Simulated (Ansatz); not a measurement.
Ideal-gas functions of F2Mg (`[F][Mg][F]`) at 800 K and 1 bar, from an Ansatz frequency run at PBE0-D4/def2-TZVP.

Molar mass 62.3 g/mol, point group D∞h (symmetry number 2), electronic degeneracy 1, moments of inertia 115.829 u Å². Harmonic wavenumbers (cm⁻¹, unscaled): 161, 161, 564, 878.

Use S(trans) = R[1.5 ln M + 2.5 ln T − 1.1517]; rotational temperatures θ = 24.2544 K / I; S(rot) = R[ln(T/σθ) + 1]; for each mode x = 1.438777 ν̃/T, S = R[x/(eˣ − 1) − ln(1 − e⁻ˣ)] and H = RT x/(eˣ − 1); 1 cm⁻¹ = 0.0119627 kJ/mol; R = 8.31446 J/(mol·K).

Problem. By hand: the entropy, in J/(mol·K).

Solution. Translation 180.9. Rotation: θ = 0.2094 K, giving 71.1. Vibration, mode by mode: 18.65, 18.65, 8.54, 5.33, in all 51.2. Electronic 0.0. Sum 303.2 J/(mol·K).

Problem. By hand: H − E and G − E in kJ/mol, counted from the electronic energy.

Solution. Zero-point energy ½ × 1764 × 0.0119627 = 10.6; thermal vibration 18.0; translation, rotation and pV give 3.5 RT = 23.3. H − E = 51.9 kJ/mol, and G − E = 51.9 − 800 × 303.2/1000 = -190.7 kJ/mol.

Vibration gives 17 % of the entropy.
